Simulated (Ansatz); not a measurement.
# HSCl (triplet): PBE, BLYP, revPBE over a scan of the distance Cl1–H2 along a hydrogen transfer, cc-pVDZ

Aim: run HSCl (triplet) with these functionals over a scan of the distance Cl1–H2 along a hydrogen transfer, and hold them against the top wave-function level at the same points.

Computed with Ansatz 0.2.0, Gaussian basis. Level: cc-pVDZ, all electrons in the functionals.

The runs, in order: PBE, BLYP, revPBE, at 1.189 Å; 1.279 Å; 1.388 Å; 1.496 Å; 1.605 Å; 1.714 Å; 1.823 Å; 1.931 Å; 2.040 Å.

10 further runs of the same task are left out: 1 for a mislabelled method, 9 that didn't finish.

## 1. The geometry

The geometry derives from fragments relaxed apart (PBE0/def2-TZVP) and kept rigid, so it is no stationary point. A hydrogen atom is moved between rigid fragments.

3 atoms, charge 0, spin multiplicity 3.

Atoms are counted from 1 here; the program's logs count them from 0.

Bond lengths: Cl1–H2 1.279 Å.

No dispersion term is added.

The geometry shown and the zero of energy belong to the point 1.279 Å. The yardstick, UCCSDT(Q), and other wave-function levels (R restricted, U unrestricted, valence and pair active spaces) come from earlier runs.

## 2. PBE, 1.189 Å

The input, in.yaml:

```yaml
crystal:
  periodic: [false, false, false]
  atoms:
    - {symbol: Cl, position_ang: [0.000000, 0.000000, -1.536333]}
    - {symbol: H, position_ang: [0.000000, 0.000000, -0.347333]}
    - {symbol: S, position_ang: [0.000000, 0.000000, 1.883667]}
basis:
  gaussian: {orbitals: cc-pVDZ}
magnetization: {spin_polarized: true, initial_magnetization: 2}
hamiltonian: {xc: {name: PBE}}
output: {orbitals: {seedname: orbitals}}
```

Started as:

```bash
> ansatz run in.yaml --threads 1 --pin off --events-out ev --progress --plain --max-ram 2393MiB
```

What it wrote:

```text
Functional definition: PBE
  name "PBE"
  cite "Perdew, Burke & Ernzerhof, Phys. Rev. Lett. 77, 3865 (1996) doi:10.1103/PhysRevLett.77.3865"
  parent pbe
  parameter kappa = 0.804
  parameter beta = 0.06672455060314922
  exchange = pbe_x(kappa = kappa, mu = beta*pi^2/3)
  correlation = pbe_c(beta = beta)
432 factors; integrals over basis functions are off by at most 9.7e-4 eV
mean field evaluation 1: about -23361.5814 eV, gradient 8.5e0 eV
mean field evaluation 2: about -23338.3640 eV, gradient 4.7e1 eV
mean field evaluation 4: about -23362.0175 eV, gradient 1.0e0 eV
mean field evaluation 8: about -23362.0258 eV, gradient 7.5e-3 eV
mean field evaluation 16: about -23362.0258 eV, gradient 1.3e-5 eV
mean field evaluation 32: about -23361.8762 eV, gradient 4.0e-1 eV
mean field -23362.02582924 eV, -858.5386138749 hartree, gradient 1.5e-6 eV, S^2 2.002895; 4 other end points of the search recorded, 0 dependent functions left out
reference -23362.02585434 eV, -858.5386147972 hartree; 18, 16 occupied and 23, 25 virtual orbitals, 432 factors
Total energy: -23362.02585434 eV, -858.5386147972 hartree
```

Wall time 1.7 s (1 thread of Intel Xeon Platinum 8375C at 2.90GHz, shared host).

From the report: ⟨S²⟩ of the determinant 2.003 (pure triplet: 2.00).

## 3. PBE, 1.279 Å

The input, in.yaml:

```yaml
crystal:
  periodic: [false, false, false]
  atoms:
    - {symbol: Cl, position_ang: [0.000000, 0.000000, -1.566267]}
    - {symbol: H, position_ang: [0.000000, 0.000000, -0.287467]}
    - {symbol: S, position_ang: [0.000000, 0.000000, 1.853733]}
basis:
  gaussian: {orbitals: cc-pVDZ}
magnetization: {spin_polarized: true, initial_magnetization: 2}
hamiltonian: {xc: {name: PBE}}
output: {orbitals: {seedname: orbitals}}
```

Launched as before.

What it wrote:

```text
Functional definition: PBE
  name "PBE"
  cite "Perdew, Burke & Ernzerhof, Phys. Rev. Lett. 77, 3865 (1996) doi:10.1103/PhysRevLett.77.3865"
  parent pbe
  parameter kappa = 0.804
  parameter beta = 0.06672455060314922
  exchange = pbe_x(kappa = kappa, mu = beta*pi^2/3)
  correlation = pbe_c(beta = beta)
432 factors; integrals over basis functions are off by at most 1.2e-3 eV
mean field evaluation 1: about -23361.8629 eV, gradient 8.5e0 eV
mean field evaluation 2: about -23330.2012 eV, gradient 4.7e1 eV
mean field evaluation 4: about -23362.2327 eV, gradient 3.1e0 eV
mean field evaluation 8: about -23362.3137 eV, gradient 5.8e-2 eV
mean field evaluation 16: about -23362.3137 eV, gradient 2.6e-5 eV
mean field evaluation 32: about -23352.8333 eV, gradient 2.3e1 eV
mean field -23362.31373907 eV, -858.5491943657 hartree, gradient 2.3e-6 eV, S^2 2.003065; 5 other end points of the search recorded, 0 dependent functions left out
reference -23362.31376411 eV, -858.5491952860 hartree; 18, 16 occupied and 23, 25 virtual orbitals, 432 factors
Total energy: -23362.31376411 eV, -858.5491952860 hartree
```

Wall time 2.3 s (1 thread of Intel Xeon Platinum 8375C at 2.90GHz, shared host).

From the report: ⟨S²⟩ of the determinant 2.003 (pure triplet: 2.00).

## 4. PBE, 1.388 Å

The input, in.yaml:

```yaml
crystal:
  periodic: [false, false, false]
  atoms:
    - {symbol: Cl, position_ang: [0.000000, 0.000000, -1.602667]}
    - {symbol: H, position_ang: [0.000000, 0.000000, -0.214667]}
    - {symbol: S, position_ang: [0.000000, 0.000000, 1.817333]}
basis:
  gaussian: {orbitals: cc-pVDZ}
magnetization: {spin_polarized: true, initial_magnetization: 2}
hamiltonian: {xc: {name: PBE}}
output: {orbitals: {seedname: orbitals}}
```

Same command.

What it wrote:

```text
Functional definition: PBE
  name "PBE"
  cite "Perdew, Burke & Ernzerhof, Phys. Rev. Lett. 77, 3865 (1996) doi:10.1103/PhysRevLett.77.3865"
  parent pbe
  parameter kappa = 0.804
  parameter beta = 0.06672455060314922
  exchange = pbe_x(kappa = kappa, mu = beta*pi^2/3)
  correlation = pbe_c(beta = beta)
432 factors; integrals over basis functions are off by at most 1.4e-3 eV
mean field evaluation 1: about -23361.7704 eV, gradient 9.2e0 eV
mean field evaluation 2: about -23328.1038 eV, gradient 5.0e1 eV
mean field evaluation 4: about -23362.2160 eV, gradient 3.7e0 eV
mean field evaluation 8: about -23362.3420 eV, gradient 5.5e-2 eV
mean field evaluation 16: about -23361.8758 eV, gradient 4.9e0 eV
mean field evaluation 32: about -23358.7426 eV, gradient 3.8e-1 eV
mean field evaluation 64: about -23359.2626 eV, gradient 3.6e0 eV
mean field -23362.34206638 eV, -858.5502353752 hartree, gradient 7.5e-6 eV, S^2 2.003323; 9 other end points of the search recorded, 0 dependent functions left out
reference -23362.34209133 eV, -858.5502362921 hartree; 18, 16 occupied and 23, 25 virtual orbitals, 432 factors
Total energy: -23362.34209133 eV, -858.5502362921 hartree
```

Run time: 3.3 s. Hardware: 1 thread of Intel Xeon Platinum 8375C at 2.90GHz, shared host.

From the report: ⟨S²⟩ of the determinant 2.003 (pure triplet: 2.00).

From 1.279 Å: -0.028 eV.

## 5. PBE, 1.496 Å

The input, in.yaml:

```yaml
crystal:
  periodic: [false, false, false]
  atoms:
    - {symbol: Cl, position_ang: [0.000000, 0.000000, -1.638667]}
    - {symbol: H, position_ang: [0.000000, 0.000000, -0.142667]}
    - {symbol: S, position_ang: [0.000000, 0.000000, 1.781333]}
basis:
  gaussian: {orbitals: cc-pVDZ}
magnetization: {spin_polarized: true, initial_magnetization: 2}
hamiltonian: {xc: {name: PBE}}
output: {orbitals: {seedname: orbitals}}
```

Same command.

What it wrote, shortened:

```text
Functional definition: PBE
  name "PBE"
  cite "Perdew, Burke & Ernzerhof, Phys. Rev. Lett. 77, 3865 (1996) doi:10.1103/PhysRevLett.77.3865"
  parent pbe
[...]
432 factors; integrals over basis functions are off by at most 1.6e-3 eV
[...]
mean field -23362.21715834 eV, -858.5456450896 hartree, gradient 1.9e-6 eV, S^2 2.003557; 11 other end points of the search recorded, 0 dependent functions left out
reference -23362.21718317 eV, -858.5456460020 hartree; 18, 16 occupied and 23, 25 virtual orbitals, 432 factors
Total energy: -23362.21718317 eV, -858.5456460020 hartree
```

Wall time 3.8 s (1 thread of Intel Xeon Platinum 8375C at 2.90GHz, shared host).

From the report: ⟨S²⟩ of the determinant 2.004 (pure triplet: 2.00).

From 1.279 Å: +0.097 eV.

## 6. PBE, 1.605 Å

The input, in.yaml:

```yaml
crystal:
  periodic: [false, false, false]
  atoms:
    - {symbol: Cl, position_ang: [0.000000, 0.000000, -1.675000]}
    - {symbol: H, position_ang: [0.000000, 0.000000, -0.070000]}
    - {symbol: S, position_ang: [0.000000, 0.000000, 1.745000]}
basis:
  gaussian: {orbitals: cc-pVDZ}
magnetization: {spin_polarized: true, initial_magnetization: 2}
hamiltonian: {xc: {name: PBE}}
output: {orbitals: {seedname: orbitals}}
```

Launched as before.

What it wrote, shortened:

```text
Functional definition: PBE
  name "PBE"
  cite "Perdew, Burke & Ernzerhof, Phys. Rev. Lett. 77, 3865 (1996) doi:10.1103/PhysRevLett.77.3865"
  parent pbe
[...]
436 factors; integrals over basis functions are off by at most 1.4e-3 eV
[...]
mean field -23362.07171151 eV, -858.5403000169 hartree, gradient 1.3e-6 eV, S^2 2.003616; 11 other end points of the search recorded, 0 dependent functions left out
reference -23362.07173619 eV, -858.5403009242 hartree; 18, 16 occupied and 23, 25 virtual orbitals, 436 factors
Total energy: -23362.07173619 eV, -858.5403009242 hartree
```

Wall time 3.9 s (1 thread of Intel Xeon Platinum 8375C at 2.90GHz, shared host).

From the report: ⟨S²⟩ of the determinant 2.004 (pure triplet: 2.00).

From 1.279 Å: +0.242 eV.

## 7. PBE, 1.714 Å

The input, in.yaml:

```yaml
crystal:
  periodic: [false, false, false]
  atoms:
    - {symbol: Cl, position_ang: [0.000000, 0.000000, -1.711333]}
    - {symbol: H, position_ang: [0.000000, 0.000000, 0.002667]}
    - {symbol: S, position_ang: [0.000000, 0.000000, 1.708667]}
basis:
  gaussian: {orbitals: cc-pVDZ}
magnetization: {spin_polarized: true, initial_magnetization: 2}
hamiltonian: {xc: {name: PBE}}
output: {orbitals: {seedname: orbitals}}
```

The command is unchanged.

What it wrote, shortened:

```text
Functional definition: PBE
  name "PBE"
  cite "Perdew, Burke & Ernzerhof, Phys. Rev. Lett. 77, 3865 (1996) doi:10.1103/PhysRevLett.77.3865"
  parent pbe
[...]
436 factors; integrals over basis functions are off by at most 1.4e-3 eV
[...]
mean field -23361.98241362 eV, -858.5370183801 hartree, gradient 2.0e-6 eV, S^2 2.003378; 9 other end points of the search recorded, 0 dependent functions left out
reference -23361.98243818 eV, -858.5370192825 hartree; 18, 16 occupied and 23, 25 virtual orbitals, 436 factors
Total energy: -23361.98243818 eV, -858.5370192825 hartree
```

Wall time 4.8 s (1 thread of Intel Xeon Platinum 8375C at 2.90GHz, shared host).

From the report: ⟨S²⟩ of the determinant 2.003 (pure triplet: 2.00).

From 1.279 Å: +0.331 eV.

## 8. PBE, 1.823 Å

The input, in.yaml:

```yaml
crystal:
  periodic: [false, false, false]
  atoms:
    - {symbol: Cl, position_ang: [0.000000, 0.000000, -1.747667]}
    - {symbol: H, position_ang: [0.000000, 0.000000, 0.075333]}
    - {symbol: S, position_ang: [0.000000, 0.000000, 1.672333]}
basis:
  gaussian: {orbitals: cc-pVDZ}
magnetization: {spin_polarized: true, initial_magnetization: 2}
hamiltonian: {xc: {name: PBE}}
output: {orbitals: {seedname: orbitals}}
```

The command is unchanged.

What it wrote, shortened:

```text
Functional definition: PBE
  name "PBE"
  cite "Perdew, Burke & Ernzerhof, Phys. Rev. Lett. 77, 3865 (1996) doi:10.1103/PhysRevLett.77.3865"
  parent pbe
[...]
432 factors; integrals over basis functions are off by at most 1.9e-3 eV
[...]
mean field -23361.96814046 eV, -858.5364938510 hartree, gradient 9.6e-6 eV, S^2 2.002944; 8 other end points of the search recorded, 0 dependent functions left out
reference -23361.96816490 eV, -858.5364947493 hartree; 18, 16 occupied and 23, 25 virtual orbitals, 432 factors
Total energy: -23361.96816490 eV, -858.5364947493 hartree
```

It took 4.6 s on 1 thread of Intel Xeon Platinum 8375C at 2.90GHz, shared host.

From the report: ⟨S²⟩ of the determinant 2.003 (pure triplet: 2.00).

From 1.279 Å: +0.346 eV.

## 9. PBE, 1.931 Å

The input, in.yaml:

```yaml
crystal:
  periodic: [false, false, false]
  atoms:
    - {symbol: Cl, position_ang: [0.000000, 0.000000, -1.783667]}
    - {symbol: H, position_ang: [0.000000, 0.000000, 0.147333]}
    - {symbol: S, position_ang: [0.000000, 0.000000, 1.636333]}
basis:
  gaussian: {orbitals: cc-pVDZ}
magnetization: {spin_polarized: true, initial_magnetization: 2}
hamiltonian: {xc: {name: PBE}}
output: {orbitals: {seedname: orbitals}}
```

Same command.

What it wrote, shortened:

```text
Functional definition: PBE
  name "PBE"
  cite "Perdew, Burke & Ernzerhof, Phys. Rev. Lett. 77, 3865 (1996) doi:10.1103/PhysRevLett.77.3865"
  parent pbe
[...]
432 factors; integrals over basis functions are off by at most 1.9e-3 eV
[...]
mean field -23361.99022685 eV, -858.5373055110 hartree, gradient 5.5e-6 eV, S^2 2.002536; 14 other end points of the search recorded, 0 dependent functions left out
reference -23361.99025120 eV, -858.5373064059 hartree; 18, 16 occupied and 23, 25 virtual orbitals, 432 factors
Total energy: -23361.99025120 eV, -858.5373064059 hartree
```

It took 6.5 s on 1 thread of Intel Xeon Platinum 8375C at 2.90GHz, shared host.

From the report: ⟨S²⟩ of the determinant 2.003 (pure triplet: 2.00).

From 1.279 Å: +0.324 eV.

## 10. PBE, 2.040 Å

The input, in.yaml:

```yaml
crystal:
  periodic: [false, false, false]
  atoms:
    - {symbol: Cl, position_ang: [0.000000, 0.000000, -1.820000]}
    - {symbol: H, position_ang: [0.000000, 0.000000, 0.220000]}
    - {symbol: S, position_ang: [0.000000, 0.000000, 1.600000]}
basis:
  gaussian: {orbitals: cc-pVDZ}
magnetization: {spin_polarized: true, initial_magnetization: 2}
hamiltonian: {xc: {name: PBE}}
output: {orbitals: {seedname: orbitals}}
```

Launched as before.

What it wrote, shortened:

```text
Functional definition: PBE
  name "PBE"
  cite "Perdew, Burke & Ernzerhof, Phys. Rev. Lett. 77, 3865 (1996) doi:10.1103/PhysRevLett.77.3865"
  parent pbe
[...]
432 factors; integrals over basis functions are off by at most 1.6e-3 eV
[...]
mean field -23361.95513795 eV, -858.5360160177 hartree, gradient 6.6e-6 eV, S^2 2.002256; 11 other end points of the search recorded, 0 dependent functions left out
reference -23361.95516220 eV, -858.5360169089 hartree; 18, 16 occupied and 23, 25 virtual orbitals, 432 factors
Total energy: -23361.95516220 eV, -858.5360169089 hartree
```

It took 4.9 s on 1 thread of Intel Xeon Platinum 8375C at 2.90GHz, shared host.

From the report: ⟨S²⟩ of the determinant 2.002 (pure triplet: 2.00).

From 1.279 Å: +0.359 eV.

## 11. BLYP, 1.189 Å

The input, in.yaml:

```yaml
crystal:
  periodic: [false, false, false]
  atoms:
    - {symbol: Cl, position_ang: [0.000000, 0.000000, -1.536333]}
    - {symbol: H, position_ang: [0.000000, 0.000000, -0.347333]}
    - {symbol: S, position_ang: [0.000000, 0.000000, 1.883667]}
basis:
  gaussian: {orbitals: cc-pVDZ}
magnetization: {spin_polarized: true, initial_magnetization: 2}
hamiltonian: {xc: {name: BLYP}}
```

Same command.

What it wrote:

```text
Functional definition: BLYP
  name "BLYP"
  cite "Becke, Phys. Rev. A 38, 3098 (1988) doi:10.1103/PhysRevA.38.3098"
  cite "Lee, Yang & Parr, Phys. Rev. B 37, 785 (1988) doi:10.1103/PhysRevB.37.785"
  parameter beta = 0.0042
  parameter a = 0.04918
  parameter b = 0.132
  parameter c = 0.2533
  parameter d = 0.349
  exchange = b88_x(beta = beta)
  correlation = lyp_c(a = a, b = b, c = c, d = d)
432 factors; integrals over basis functions are off by at most 9.7e-4 eV
mean field evaluation 1: about -23371.2814 eV, gradient 9.0e0 eV
mean field evaluation 2: about -23343.6038 eV, gradient 4.7e1 eV
mean field evaluation 4: about -23371.7375 eV, gradient 1.7e0 eV
mean field evaluation 8: about -23371.7652 eV, gradient 1.4e-1 eV
mean field evaluation 16: about -23371.7653 eV, gradient 1.1e-5 eV
mean field evaluation 32: about -23371.6213 eV, gradient 7.7e-6 eV
mean field -23371.76534030 eV, -858.8965343044 hartree, gradient 1.9e-6 eV, S^2 2.002391; 4 other end points of the search recorded, 0 dependent functions left out
reference -23371.76559848 eV, -858.8965437926 hartree; 18, 16 occupied and 23, 25 virtual orbitals, 432 factors
Total energy: -23371.76559848 eV, -858.8965437926 hartree
```

Run time: 1.8 s. Hardware: 1 thread of Intel Xeon Platinum 8375C at 2.90GHz, shared host.

From the report: ⟨S²⟩ of the determinant 2.002 (pure triplet: 2.00).

## 12. BLYP, 1.279 Å

The input, in.yaml:

```yaml
crystal:
  periodic: [false, false, false]
  atoms:
    - {symbol: Cl, position_ang: [0.000000, 0.000000, -1.566267]}
    - {symbol: H, position_ang: [0.000000, 0.000000, -0.287467]}
    - {symbol: S, position_ang: [0.000000, 0.000000, 1.853733]}
basis:
  gaussian: {orbitals: cc-pVDZ}
magnetization: {spin_polarized: true, initial_magnetization: 2}
hamiltonian: {xc: {name: BLYP}}
```

Same command.

What it wrote:

```text
Functional definition: BLYP
  name "BLYP"
  cite "Becke, Phys. Rev. A 38, 3098 (1988) doi:10.1103/PhysRevA.38.3098"
  cite "Lee, Yang & Parr, Phys. Rev. B 37, 785 (1988) doi:10.1103/PhysRevB.37.785"
  parameter beta = 0.0042
  parameter a = 0.04918
  parameter b = 0.132
  parameter c = 0.2533
  parameter d = 0.349
  exchange = b88_x(beta = beta)
  correlation = lyp_c(a = a, b = b, c = c, d = d)
432 factors; integrals over basis functions are off by at most 1.2e-3 eV
mean field evaluation 1: about -23371.5673 eV, gradient 8.8e0 eV
mean field evaluation 2: about -23339.5163 eV, gradient 4.7e1 eV
mean field evaluation 4: about -23371.9558 eV, gradient 3.4e0 eV
mean field evaluation 8: about -23372.0542 eV, gradient 8.1e-2 eV
mean field evaluation 16: about -23372.0543 eV, gradient 9.2e-5 eV
mean field evaluation 32: about -23371.8822 eV, gradient 6.1e-5 eV
mean field -23372.05430020 eV, -858.9071533848 hartree, gradient 6.2e-7 eV, S^2 2.002538; 4 other end points of the search recorded, 0 dependent functions left out
reference -23372.05455798 eV, -858.9071628583 hartree; 18, 16 occupied and 23, 25 virtual orbitals, 432 factors
Total energy: -23372.05455798 eV, -858.9071628583 hartree
```

It took 1.7 s on 1 thread of Intel Xeon Platinum 8375C at 2.90GHz, shared host.

From the report: ⟨S²⟩ of the determinant 2.003 (pure triplet: 2.00).

## 13. BLYP, 1.388 Å

The input, in.yaml:

```yaml
crystal:
  periodic: [false, false, false]
  atoms:
    - {symbol: Cl, position_ang: [0.000000, 0.000000, -1.602667]}
    - {symbol: H, position_ang: [0.000000, 0.000000, -0.214667]}
    - {symbol: S, position_ang: [0.000000, 0.000000, 1.817333]}
basis:
  gaussian: {orbitals: cc-pVDZ}
magnetization: {spin_polarized: true, initial_magnetization: 2}
hamiltonian: {xc: {name: BLYP}}
```

Launched as before.

What it wrote, shortened:

```text
Functional definition: BLYP
  name "BLYP"
  cite "Becke, Phys. Rev. A 38, 3098 (1988) doi:10.1103/PhysRevA.38.3098"
  cite "Lee, Yang & Parr, Phys. Rev. B 37, 785 (1988) doi:10.1103/PhysRevB.37.785"
[...]
432 factors; integrals over basis functions are off by at most 1.4e-3 eV
[...]
mean field -23372.08909836 eV, -858.9084321938 hartree, gradient 5.9e-6 eV, S^2 2.002775; 10 other end points of the search recorded, 0 dependent functions left out
reference -23372.08935573 eV, -858.9084416519 hartree; 18, 16 occupied and 23, 25 virtual orbitals, 432 factors
Total energy: -23372.08935573 eV, -858.9084416519 hartree
```

It took 3.7 s on 1 thread of Intel Xeon Platinum 8375C at 2.90GHz, shared host.

From the report: ⟨S²⟩ of the determinant 2.003 (pure triplet: 2.00).

From 1.279 Å: -0.035 eV.

## 14. BLYP, 1.496 Å

The input, in.yaml:

```yaml
crystal:
  periodic: [false, false, false]
  atoms:
    - {symbol: Cl, position_ang: [0.000000, 0.000000, -1.638667]}
    - {symbol: H, position_ang: [0.000000, 0.000000, -0.142667]}
    - {symbol: S, position_ang: [0.000000, 0.000000, 1.781333]}
basis:
  gaussian: {orbitals: cc-pVDZ}
magnetization: {spin_polarized: true, initial_magnetization: 2}
hamiltonian: {xc: {name: BLYP}}
```

Same command.

What it wrote, shortened:

```text
Functional definition: BLYP
  name "BLYP"
  cite "Becke, Phys. Rev. A 38, 3098 (1988) doi:10.1103/PhysRevA.38.3098"
  cite "Lee, Yang & Parr, Phys. Rev. B 37, 785 (1988) doi:10.1103/PhysRevB.37.785"
[...]
432 factors; integrals over basis functions are off by at most 1.6e-3 eV
[...]
mean field -23371.97577312 eV, -858.9042675678 hartree, gradient 6.2e-7 eV, S^2 2.003024; 11 other end points of the search recorded, 0 dependent functions left out
reference -23371.97603017 eV, -858.9042770146 hartree; 18, 16 occupied and 23, 25 virtual orbitals, 432 factors
Total energy: -23371.97603017 eV, -858.9042770146 hartree
```

It took 3.5 s on 1 thread of Intel Xeon Platinum 8375C at 2.90GHz, shared host.

From the report: ⟨S²⟩ of the determinant 2.003 (pure triplet: 2.00).

From 1.279 Å: +0.079 eV.

## 15. BLYP, 1.605 Å

The input, in.yaml:

```yaml
crystal:
  periodic: [false, false, false]
  atoms:
    - {symbol: Cl, position_ang: [0.000000, 0.000000, -1.675000]}
    - {symbol: H, position_ang: [0.000000, 0.000000, -0.070000]}
    - {symbol: S, position_ang: [0.000000, 0.000000, 1.745000]}
basis:
  gaussian: {orbitals: cc-pVDZ}
magnetization: {spin_polarized: true, initial_magnetization: 2}
hamiltonian: {xc: {name: BLYP}}
```

Launched as before.

What it wrote, shortened:

```text
Functional definition: BLYP
  name "BLYP"
  cite "Becke, Phys. Rev. A 38, 3098 (1988) doi:10.1103/PhysRevA.38.3098"
  cite "Lee, Yang & Parr, Phys. Rev. B 37, 785 (1988) doi:10.1103/PhysRevB.37.785"
[...]
436 factors; integrals over basis functions are off by at most 1.4e-3 eV
[...]
mean field -23371.84587124 eV, -858.8994937618 hartree, gradient 5.4e-6 eV, S^2 2.003156; 11 other end points of the search recorded, 0 dependent functions left out
reference -23371.84612802 eV, -858.8995031984 hartree; 18, 16 occupied and 23, 25 virtual orbitals, 436 factors
Total energy: -23371.84612802 eV, -858.8995031984 hartree
```

It took 4.2 s on 1 thread of Intel Xeon Platinum 8375C at 2.90GHz, shared host.

From the report: ⟨S²⟩ of the determinant 2.003 (pure triplet: 2.00).

From 1.279 Å: +0.208 eV.

## 16. BLYP, 1.714 Å

The input, in.yaml:

```yaml
crystal:
  periodic: [false, false, false]
  atoms:
    - {symbol: Cl, position_ang: [0.000000, 0.000000, -1.711333]}
    - {symbol: H, position_ang: [0.000000, 0.000000, 0.002667]}
    - {symbol: S, position_ang: [0.000000, 0.000000, 1.708667]}
basis:
  gaussian: {orbitals: cc-pVDZ}
magnetization: {spin_polarized: true, initial_magnetization: 2}
hamiltonian: {xc: {name: BLYP}}
```

The command is unchanged.

What it wrote, shortened:

```text
Functional definition: BLYP
  name "BLYP"
  cite "Becke, Phys. Rev. A 38, 3098 (1988) doi:10.1103/PhysRevA.38.3098"
  cite "Lee, Yang & Parr, Phys. Rev. B 37, 785 (1988) doi:10.1103/PhysRevB.37.785"
[...]
436 factors; integrals over basis functions are off by at most 1.4e-3 eV
[...]
mean field -23371.77412423 eV, -858.8968571078 hartree, gradient 1.3e-5 eV, S^2 2.003049; 11 other end points of the search recorded, 0 dependent functions left out
reference -23371.77438079 eV, -858.8968665363 hartree; 18, 16 occupied and 23, 25 virtual orbitals, 436 factors
Total energy: -23371.77438079 eV, -858.8968665363 hartree
```

It took 4 s on 1 thread of Intel Xeon Platinum 8375C at 2.90GHz, shared host.

From the report: ⟨S²⟩ of the determinant 2.003 (pure triplet: 2.00).

From 1.279 Å: +0.280 eV.

(Part 1 of 2 ends here.)
